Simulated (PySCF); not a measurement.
1,3-butadiene: calculation against experiment

**Experimental background.**

From NIST CCCBDB Release 22 (SRD 101), experimental polarizabilities, for the gas: mean polarisability 8.881 Å³.

The results are set against them at the end.

1,3-butadiene, C4H6.
Numbering: `[CH2:1]=[CH:2][CH:3]=[CH2:4]` (hydrogens: H5, H6 on C1; H7 on C2; H8 on C3; H9, H10 on C4)

Geometry (GFN2-xTB, Å), atoms numbered from 1 in this order:
```xyz
10
C4H6 angstrom
C      1.700    0.207   -0.654
C      0.691   -0.185    0.116
C     -0.688    0.186   -0.119
C     -1.698   -0.206    0.649
H      1.541    0.838   -1.513
H      2.717   -0.085   -0.456
H      0.873   -0.818    0.974
H     -0.870    0.820   -0.978
H     -2.716    0.085    0.450
H     -1.541   -0.838    1.509
```

The PySCF runs (gas phase, on this GFN2-xTB geometry; no spin–orbit coupling):

```csv
level,job,basis functions,wall time
CAM-B3LYP/def2-SVPD,"8 singlets by full TDDFT, 3 Tamm–Dancoff triplets, polarisability",128,8.7 s
```

Hardware: an Arm Neoverse V2 with one thread, shared host.

Results beside the measurements:

**Mean polarisability.** Measured: 8.881 Å³ (NIST CCCBDB Release 22 (SRD 101), experimental polarizabilities).

```json
{"level": "CAM-B3LYP/def2-SVPD", "computed (Å³)": "7.983", "computed − measured (Å³)": "-0.898", "% (from the printed values)": "-10"}
```

The computed values are static and purely electronic, with core orbitals frozen in the response (1 au = 0.148185 Å³). The table of measured values doesn't say here whether a value is static or optical, or holds a vibrational part. The measurement averages over conformers, the calculation has one.

No measured geometry was used, and the causes of the misses weren't examined.
